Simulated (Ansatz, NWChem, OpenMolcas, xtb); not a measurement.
# Isomers of C2H7N

2 of its isomers, all singlets with charge 0: A = dimethylamine `CNC`; B = ethanamine `CCN`.

Shapes, held fixed at every level: PBE0-D4/def2-TZVP. Flexible molecules stand in one conformer, not always the lowest. Programs: Ansatz 0.2.0, NWChem 7.3.0, OpenMolcas 26.06, xtb 6.7.1. A level may come from different programs for different species; with the same settings they agree closely.

Enthalpies at 298 K in kJ/mol, with harmonic thermal terms from PBE0-D4/def2-TZVP. Measured gas-phase heats of formation: A Active Thermochemical Tables; B CRC Handbook of Chemistry and Physics.

```tsv
level	kind	B − A
GFN0-xTB	semi-empirical	+58.6
revPBE/cc-pVDZ	GGA	-27.0
B3LYP/6-31G* (Cartesian functions)	global hybrid	-19.7
M06-2X/cc-pVDZ	global hybrid	-26.2
BHLYP-D4/def2-TZVPP	global hybrid	-30.4
CAM-B3LYP/cc-pVDZ	range-separated hybrid	-26.3
RPA@PBE0/cc-pVDZ	RPA	-27.3
MP2/def2-SVP	perturbation theory	-30.7
CCSD(T)/CBS estimate	coupled cluster or CI	-34.1
measured	experiment	-31.6
```

Experiment puts B lowest of these. GFN0-xTB puts A lowest. Absolute errors: MP2/def2-SVP 0.9; BHLYP-D4/def2-TZVPP 1.2; CCSD(T)/CBS estimate 2.5; RPA@PBE0/cc-pVDZ 4.3; revPBE/cc-pVDZ 4.6; CAM-B3LYP/cc-pVDZ 5.3; M06-2X/cc-pVDZ 5.4; B3LYP/6-31G* (Cartesian functions) 11.9; GFN0-xTB 90.2 kJ/mol. The CBS estimate extrapolates MP2 from def2-TZVPP and def2-QZVPP and adds CCSD(T) − MP2 in the triple-zeta set, cores frozen. GFN0-xTB strays far from the other rows.
